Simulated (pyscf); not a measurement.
# Four-centre exchange: AlH [singlet] + H₂C=CH₂ → H₂C=CH–Al [singlet] + H₂

Gas phase, singlet surface, charge 0. Bonds broken: Al1–H2, C3–H5. Bonds formed: Al1–C3, H2–H5. Single points on ωB97X-D3(BJ)/def2-SVP structures (PySCF, gas phase).

Transition state (Å):

```xyz
8

Al     0.8854     1.5445    -0.0975
H      0.7717     0.3695    -1.5255
C      0.1219    -0.3402     0.7404
C     -1.1804    -0.6483     0.8701
H      0.4744    -0.1521    -0.6455
H      0.8211    -0.8332     1.4353
H     -1.9418    -0.2250     0.1999
H     -1.5565    -1.3321     1.6414
```

One imaginary mode, 1270i cm⁻¹; descent along it reached the two sides named, in the forms told below.

```
bond    change  reactant side (Å)  saddle  product side
------  ------  -----------------  ------  ------------
Al1–H2  breaks              1.665   1.853           3.1
C3–H5   breaks              1.129   1.442           3.0
Al1–C3   forms                2.6   2.199         1.989
H2–H5    forms                3.8   1.065         0.762
```

Electronic energies relative to the separated reactants (kcal/mol):

```json
[
 {"level": "ωB97X-D3(BJ)/def2-TZVP", "barrier": "21.0", "reaction energy": "-1.7", "reverse barrier": "22.7"},
 {"level": "PBE/def2-TZVP", "barrier": "12.5", "reaction energy": "+0.1", "reverse barrier": "12.4"},
 {"level": "r²SCAN/def2-TZVP", "barrier": "13.2", "reaction energy": "-0.8", "reverse barrier": "14.0"},
 {"level": "B3LYP-D3(BJ)/def2-TZVP", "barrier": "19.7", "reaction energy": "+0.5", "reverse barrier": "19.2"},
 {"level": "PBE0-D3(BJ)/def2-TZVP", "barrier": "15.7", "reaction energy": "+0.3", "reverse barrier": "15.4"},
 {"level": "M06-2X/def2-TZVP", "barrier": "20.0", "reaction energy": "-1.6", "reverse barrier": "21.6"},
 {"level": "ωB97M-D3(BJ)/def2-TZVP", "barrier": "22.2", "reaction energy": "+1.1", "reverse barrier": "21.0"},
 {"level": "HF/def2-TZVP", "barrier": "42.7", "reaction energy": "+7.4", "reverse barrier": "35.3"}
]
```

With ωB97M-D3(BJ)/def2-TZVP energies and thermal terms (ideal gas, 1 atm, RRHO with modes under 100 cm⁻¹ raised to 100, one conformer, R ln 2 for chiral ones without a mode under 150 cm⁻¹), in kcal/mol:

| T (K) | ΔH‡ | ΔG‡ | ΔH | ΔG |
|---|---|---|---|---|
| 298 | 20.5 | 28.6 | -0.9 | -0.7 |
| 600 | 20.6 | 36.9 | +0.1 | -0.8 |
| 900 | 21.0 | 44.9 | +0.7 | -1.5 |
| 1200 | 21.5 | 52.8 | +1.0 | -2.2 |

On the reactant side the descent ends in a bound adduct (not fully relaxed), 9.8 kcal/mol under the separated species and 30.8 kcal/mol under the saddle at ωB97X-D3(BJ)/def2-TZVP. At the saddle there is also a short Al–H contact that neither side keeps. This is the saddle that the search found; another between the same sides may lie lower.
